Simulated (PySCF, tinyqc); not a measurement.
Inside a calculation. Method: CID on RHF in the sto-3g basis, frozen core, for OH-, spin multiplicity 1. The basis has no diffuse functions, so it cannot describe the extra electron: this is an exercise in the method, not the real anion. The lowest restricted solution is unstable here: a spin-polarised one lies 0.0120 hartree lower (PySCF). One step of it, computed by the program tinyqc.

Question. CID: determinants and Hamiltonian. Slater-Condon rules over spin orbitals, with the nuclear repulsion and the energy of the frozen orbital added and E(HF) subtracted on the diagonal. Only determinants linked to the reference directly or through others are kept (one block of an abelian symmetry group), so some states are absent.

one-electron integrals dressed by the frozen orbital, h + 2 (pq|11) - (p1|1q) (hartree), order 2, 3, 4, 5, 6:
$$\begin{pmatrix}
-5.066093 & 0.000000 & 0.000000 & 0.213241 & -0.214440 \\
0.000000 & -4.550202 & 0.000000 & 0.000000 & 0.000000 \\
0.000000 & 0.000000 & -4.550202 & 0.000000 & 0.000000 \\
0.213241 & 0.000000 & 0.000000 & -2.882318 & -0.989018 \\
-0.214440 & 0.000000 & 0.000000 & -0.989018 & -4.008935
\end{pmatrix}$$

energy of the frozen orbital, 2 h_11 + (11|11) = -59.07672779 hartree

Two-electron integrals over orbitals (pq|rs), unique and non-zero (hartree); the lowest 1 orbital is frozen and left out:
```
(22|22) 0.780547    (32|32) 0.169620    (33|22) 0.796177    (33|33) 0.880159
(42|42) 0.169620    (43|43) 0.047444    (44|22) 0.796177    (44|33) 0.785270
(44|44) 0.880159    (52|22) -0.057763   (52|33) -0.058147   (52|44) -0.058147
(52|52) 0.055767    (53|32) -0.019336   (53|53) 0.012608    (54|42) -0.019336
(54|54) 0.012608    (55|22) 0.421396    (55|33) 0.409922    (55|44) 0.409922
(55|52) 0.038439    (55|55) 0.614770    (62|22) 0.024099    (62|33) 0.033753
(62|44) 0.033753    (62|52) 0.068689    (62|55) 0.014909    (62|62) 0.130507
(63|32) 0.014634    (63|53) 0.017693    (63|63) 0.039095    (64|42) 0.014634
(64|54) 0.017693    (64|64) 0.039095    (65|22) 0.199177    (65|33) 0.197360
(65|44) 0.197360    (65|52) -0.054779   (65|55) -0.094701   (65|62) -0.003732
(65|65) 0.177717    (66|22) 0.695264    (66|33) 0.686124    (66|44) 0.686124
(66|52) -0.017190   (66|55) 0.504400    (66|62) 0.046565    (66|65) 0.131182
(66|66) 0.704293
```

nuclear repulsion = 2.50794887 hartree

Hartree-Fock energy = -73.97066019 hartree

Give: determinants; H - E(HF) between determinants.

Answer.

Occupation strings over the orbitals (2 doubly, a alpha, b beta, 0 empty; spin orbitals ordered 1a 1b 2a 2b ...): 222220 222202 2a22b2 222022 220222 2b22a2 202222

H - E(HF) between determinants (hartree), order 222220, 222202, 2a22b2, 222022, 220222, 2b22a2, 202222:
$$\begin{pmatrix}
0.0000 & 0.1777 & 0.0037 & 0.0391 & 0.0391 & -0.0037 & 0.1305 \\
0.1777 & 0.8860 & -0.0691 & 0.0126 & 0.0126 & 0.0691 & 0.0558 \\
0.0037 & -0.0691 & 1.0506 & 0.0193 & 0.0193 & -0.0558 & 0.0271 \\
0.0391 & 0.0126 & 0.0193 & 0.2491 & 0.0474 & -0.0193 & 0.1696 \\
0.0391 & 0.0126 & 0.0193 & 0.0474 & 0.2491 & -0.0193 & 0.1696 \\
-0.0037 & 0.0691 & -0.0558 & -0.0193 & -0.0193 & 1.0506 & -0.0271 \\
0.1305 & 0.0558 & 0.0271 & 0.1696 & 0.1696 & -0.0271 & 1.7679
\end{pmatrix}$$
